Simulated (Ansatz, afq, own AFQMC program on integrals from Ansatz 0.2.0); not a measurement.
AFQMC on a folder of integrals that Ansatz 0.2.0 wrote.

```yaml
crystal:
  periodic: [false, false, false]
  atoms:
    - {symbol: Os, position_ang: [0.000000, 0.000000, 0.000000]}
basis:
  gaussian: {orbitals: def2-TZVPP}
total_charge: 1
magnetization: {spin_polarized: true, initial_magnetization: 5}
correlation: {method: ccsd_t, electrons: outside_noble_gas, hamiltonian_folder: ham}
```

```sh
$ ansatz run in.yaml --threads 1 --pin off --events-out ev --progress --plain --max-ram 16896MiB --backend cuda --devices 0, --max-vram 18GiB
```

afq runs on the folder ham with

```
--method phaseless --trial hf --walkers 4000 --populations 20 --least-time 40 --time-step 0.005 --steps-per-block 20 --equilibration-blocks 112 --max-blocks 4000 --target-error 0.0008 --factor-cut 1e-05 --start spin_pure --seed 1943 --taylor-order 6
```

Times are imaginary, in 1/Eh. The walk had a cap of 92 s. With eight or more populations the least sampling time is a fifth of least-time, and the error comes from their spread. Core potentials past Kr, no spin–orbit coupling.

Log:

```
orbitals 52  electrons 6 1  factors 372 of 372
reference energy -89.59970182 Eh
CCSD correlation -0.12860786 Eh in 10 cycles, weight of the determinant in the CISD state 0.9568
energy of the start -89.599709 Eh
 block  time / (1/Eh)  mean weight  energy / Eh
     1     0.100  1.0007  -89.639086
     2     0.200  1.0010  -89.664503
     3     0.300  1.0014  -89.682615
     4     0.400  1.0009  -89.694333
     5     0.500  1.0006  -89.704339
     7     0.700  1.0003  -89.715495
     9     0.900  1.0003  -89.720571
    13     1.300  0.9999  -89.726152
    21     2.100  0.9999  -89.729179
    29     2.900  1.0001  -89.731600
    37     3.700  1.0000  -89.729736
    45     4.500  1.0000  -89.733276
    49     4.900  1.0001  -89.736536
    53     5.300  1.0002  -89.731949
    61     6.100  1.0002  -89.731867
    69     6.900  1.0001  -89.731769
    77     7.700  1.0000  -89.731455
    85     8.500  0.9998  -89.729787
    93     9.300  1.0001  -89.730292
   101    10.100  0.9998  -89.732486
   109    10.900  0.9998  -89.731892
   117    11.700  0.9997  -89.734145
   125    12.500  1.0000  -89.730316
   133    13.300  1.0000  -89.729821
   141    14.100  1.0000  -89.728803
   149    14.900  1.0002  -89.729613
   157    15.700  1.0000  -89.731785
   165    16.500  0.9998  -89.731086
   173    17.300  1.0000  -89.729430
   177    17.700  1.0003  -89.728273
   181    18.100  1.0002  -89.732103
   189    18.900  0.9999  -89.729709
error from the spread of 20 populations
energy -89.730444 +/- 0.000434 Eh
(rows thinned)
```

The run passed its tests (sampling time, drift between the halves within three errors, error under three times the target), which doesn't prove that it has relaxed.

Against this walk (error 11.8 meV) on the same determinant: CCSD(T) 34.8 meV lower, CCSDT(Q) 41.9 meV lower, a separate phaseless walk with a CISD trial and standard settings 38.0 ± 11.8 meV lower. The error is statistical and leaves out the bias of the constraint. CCSDT(Q) is the surest value here, so the walk's 42 meV above it is most likely the bias of the constraint with this trial, which can have either sign.

Cautions: constraint bias not in the error; no spin-orbit coupling; outer-core shells of the metal frozen.

The walk took 16 s on 2 threads of a server CPU with a shared H100 80 GB, shared host (the card was shared). The log's last line is the phaseless energy.

CCSDT and higher add their correlation energy to the determinant of the CCSD(T) run, since their own runs factorise the integrals more tightly (a shift of under 2 meV). A walk keeps the symmetry of its determinant, which the program's search chose and which needn't be the lowest solution, so a lower state of the same spin and another symmetry isn't excluded.
